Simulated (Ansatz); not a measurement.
Task: a geometry optimisation of C3H5NO, SMILES NCC=C=O, with the Python package of Ansatz (0.2.0). Give the script and its output. Settings: B3LYP, def2-SVP basis, multiplicity 1, D4 dispersion.

```xyz
10

N     0.0607    0.3417    1.5591
C    -0.3096    0.4480    0.1268
C     0.3895   -0.6082   -0.6325
C     0.0162   -1.2161   -1.6594
O    -0.4867   -1.7811   -2.6197
H    -0.6252    1.0133    2.0572
H     0.9699    0.7720    1.7124
H    -1.3496    0.3469   -0.0028
H    -0.0316    1.4546   -0.2212
H     1.4495   -0.8220   -0.3170
```

`c3h5no_opt.py`:
```python
"""Geometry optimisation of C3H5NO."""

import itertools

import ansatz as az
from ase.data import atomic_numbers, covalent_radii
import numpy as np


def main() -> None:
    system = (
        az.Crystal.molecule()
        .atom("N", (0.0607, 0.3417, 1.5591))
        .atom("C", (-0.3096, 0.448, 0.1268))
        .atom("C", (0.3895, -0.6082, -0.6325))
        .atom("C", (0.0162, -1.2161, -1.6594))
        .atom("O", (-0.4867, -1.7811, -2.6197))
        .atom("H", (-0.6252, 1.0133, 2.0572))
        .atom("H", (0.9699, 0.772, 1.7124))
        .atom("H", (-1.3496, 0.3469, -0.0028))
        .atom("H", (-0.0316, 1.4546, -0.2212))
        .atom("H", (1.4495, -0.822, -0.317))
    )

    calculation = system.calculation().basis(gaussian="def2-SVP").functional("b3lyp", dispersion="d4").accuracy("medium")
    symbols = [site.symbol for site in system.cartesian_sites]
    start = np.array([site.position_ang for site in system.cartesian_sites], dtype=float)
    def progress(event):
        if event["event"] == "relax_step":
            row = event["data"]
            print(f"step {row['step']:3d}  E = {row['lagrangian_ev']:.6f} eV  largest force component {row['allowed_force_max_ev_ang']:.4f} eV/A")


    data = calculation.relax(force_tolerance=0.02, max_steps=100).session().plan().execute(on_event=progress).report
    end = np.array(data["positions_ang"])

    for key in ("converged", "free_energy_ev", "reference_energy_ev", "n_frozen", "n_occupied", "n_virtual"):
        print(f"{key:22s} {data[key]}")

    # pairs closer than 1.2 times the sum of covalent radii, before or after
    radius = [covalent_radii[atomic_numbers[s]] for s in symbols]
    span = lambda where, i, j: np.linalg.norm(where[i] - where[j])
    bonded = [(i, j) for i, j in itertools.combinations(range(len(symbols)), 2) if min(span(start, i, j), span(end, i, j)) < 1.2 * (radius[i] + radius[j])]
    print("pair        before    after (A)")
    for i, j in bonded:
        print(f"{symbols[i]}{i}-{symbols[j]}{j}".ljust(10), f"{span(start, i, j):8.4f} {span(end, i, j):8.4f}")
    with open("c3h5no_opt.xyz", "w") as handle:
        handle.write(f"{len(symbols)}\nrelaxed C3H5NO\n")
        handle.writelines(f"{s:2s} {x:11.6f} {y:11.6f} {z:11.6f}\n" for s, (x, y, z) in zip(symbols, end))


if __name__ == "__main__":
    main()
```

Output of `python c3h5no_opt.py`:
```text
step   1  E = -6722.902987 eV  largest force component 7.0227 eV/A
step   2  E = -6723.366578 eV  largest force component 1.5133 eV/A
step   3  E = -6723.426232 eV  largest force component 0.6145 eV/A
step   4  E = -6723.446274 eV  largest force component 0.6632 eV/A
step   5  E = -6723.463956 eV  largest force component 0.4139 eV/A
step   6  E = -6723.482368 eV  largest force component 0.3193 eV/A
step   7  E = -6723.477025 eV  largest force component 0.4352 eV/A
step   8  E = -6723.489859 eV  largest force component 0.0414 eV/A
step   9  E = -6723.495282 eV  largest force component 0.1549 eV/A
step  10  E = -6723.498848 eV  largest force component 0.2351 eV/A
step  11  E = -6723.502038 eV  largest force component 0.1578 eV/A
step  12  E = -6723.503773 eV  largest force component 0.0486 eV/A
step  13  E = -6723.504881 eV  largest force component 0.0337 eV/A
step  14  E = -6723.504012 eV  largest force component 0.2693 eV/A
step  15  E = -6723.505614 eV  largest force component 0.0689 eV/A
step  16  E = -6723.505952 eV  largest force component 0.1373 eV/A
step  17  E = -6723.506415 eV  largest force component 0.1319 eV/A
step  18  E = -6723.507820 eV  largest force component 0.2267 eV/A
step  19  E = -6723.507729 eV  largest force component 0.5250 eV/A
step  20  E = -6723.510161 eV  largest force component 0.0879 eV/A
step  21  E = -6723.513842 eV  largest force component 0.1018 eV/A
step  22  E = -6723.519836 eV  largest force component 0.4451 eV/A
step  23  E = -6723.522864 eV  largest force component 0.8222 eV/A
step  24  E = -6723.557907 eV  largest force component 0.1258 eV/A
step  25  E = -6723.569242 eV  largest force component 0.4136 eV/A
step  26  E = -6723.573055 eV  largest force component 0.1007 eV/A
step  27  E = -6723.573514 eV  largest force component 0.0568 eV/A
step  28  E = -6723.573865 eV  largest force component 0.0380 eV/A
step  29  E = -6723.573935 eV  largest force component 0.0090 eV/A
converged              True
free_energy_ev         -6723.574149324027
reference_energy_ev    -6723.305853035632
n_frozen               0
n_occupied             [19, 19]
n_virtual              [76, 76]
pair        before    after (A)
N0-C1        1.4832   1.4579
N0-H5        1.0815   1.0190
N0-H6        1.0175   1.0205
C1-C2        1.4768   1.5122
C1-H7        1.0529   1.1062
C1-H8        1.1007   1.1116
C2-C3        1.2504   1.3227
C2-H9        1.1264   1.0932
C3-O4        1.2224   1.1657
```

File `c3h5no_opt.xyz` afterwards:
```text
10
relaxed C3H5NO
N    -0.474048    0.002297    1.243621
C    -0.047495    0.777731    0.085078
C     0.438805   -0.148502   -1.006859
C     0.079494   -1.420661   -1.053296
O    -0.202463   -2.550181   -1.112483
H    -0.961508    0.590322    1.918177
H     0.334436   -0.396155    1.722231
H    -0.918714    1.360949   -0.267853
H     0.751673    1.523183    0.288417
H     1.082920    0.210118   -1.814131
```

Caveats:
- These settings explore the input space; basis and method may be short of convergence.
- The end point is the stationary point reached from this start; no frequency run checks that it is a minimum, and the basis set is modest.
- Total less reference energy is the dispersion correction.
- b3lyp holds the VWN-RPA fit, as in Gaussian; the form of ORCA and Turbomole is b3lyp5.
- Finished in 64 s on 1 thread of Intel(R) Xeon(R) 6975P-C (Granite Rapids) (shared host), peak memory 0.27 GiB.

(Lines on the test bed's own set-up are left out of the output.)
